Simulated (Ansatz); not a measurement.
## Ansatz (development build ahead of 0.2.0) run

```yaml
crystal:
  periodic: [false, false, false]
  atoms:
    - { symbol: Mg, position_ang: [0.0, 0.0, 0.0] }
    - { symbol: O, position_ang: [0.0, 0.0, 2.36] }
basis:
  gaussian: { orbitals: def2-SVP }
magnetization:
  spin_polarized: true
hamiltonian:
  xc: hf
correlation:
  method: mp2
  frozen_orbitals: { Mg: 1, O: 1 }
output:
  forces: true
```

The input is written out in the form of the current development build from the run's settings.

The run gave:

```
Converged                       : yes
Reference energy                : -274.26150 hartree
Correlation energy              : -0.16605 hartree
Total energy                    : -274.42755 hartree
Spin squared of the determinant : 1.007
Stability test                  : minimum
```

Forces (eV/Å):
| atom | Fx | Fy | Fz |
| --- | --- | --- | --- |
| Mg1 | 0.000 | 0.000 | 2.906 |
| O2 | 0.000 | 0.000 | -2.906 |

Caution: bonds are stretched, where a single reference can fail; the unrestricted determinant is a mixture of spin states.
